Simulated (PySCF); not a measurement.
NMR data simulated for an unnamed compound:

1H NMR (600 MHz, computed): δ 7.88 (dd, J = 15.1, 7.9 Hz, 1H), 5.08 (dd, J = 15.1, 2.5 Hz, 1H), 4.83 (dd, J = 7.9, 2.5 Hz, 1H), 2.14 (s, 3H).

13C{1H} NMR (computed): δ 172.4 (C), 149.3 (CH), 101.1 (CH2), 23.2 (CH3).

[PySCF 2.14: J couplings at B3LYP/pcJ-1 (without the spin–dipole term); geometry: GFN2-xTB; PBE0/pcSseg-1 with gauge-including orbitals; equivalent nuclei averaged; one conformer; no solvent; non-relativistic]

Chemical shifts δ = σref − σ; TMS for 1H (σ = 31.72 ppm) and 13C (σ = 186.93 ppm), all at this level.

**Question.** Which of these does the molecule contain: a C≡C triple bond, an ester, a nitrile, a vinyl group CH=CH2, an amide, a non-aromatic C=C double bond?

**Answer.** 
- A C≡C triple bond: no.
- An ester: yes (δC 172.4).
- A nitrile: no.
- A vinyl group CH=CH2: yes (δC 101.1, 149.3; δH 5.08 (dd), 4.83 (dd), 7.88 (dd)).
- An amide: no.
- A non-aromatic C=C double bond: yes.

The data belong to `InChI=1S/C4H6O2/c1-3-6-4(2)5/h3H,1H2,2H3`; they needn't prove each group on their own.

Carbon signals by region: 1 in the far downfield region (above 160 ppm), 2 in the sp2 and nitrile region (100–160 ppm), 1 below 50 ppm. Above 160 ppm: 172.4, ester carbonyl carbon.

Multiplet labels drop couplings under 1 Hz and merge nearly equal ones. Unscaled 3J(H,H) at this level run about 10 % above measured values. Shifts are as computed. Against solution values, carbons near 30 ppm lie about +3 ppm off and those near 130 ppm about +5 ppm. Of 1211 compounds with measured shifts, 218 miss one by over three times the rms of a fit or turn the order of signals round; such compounds aren't used in these exercises.
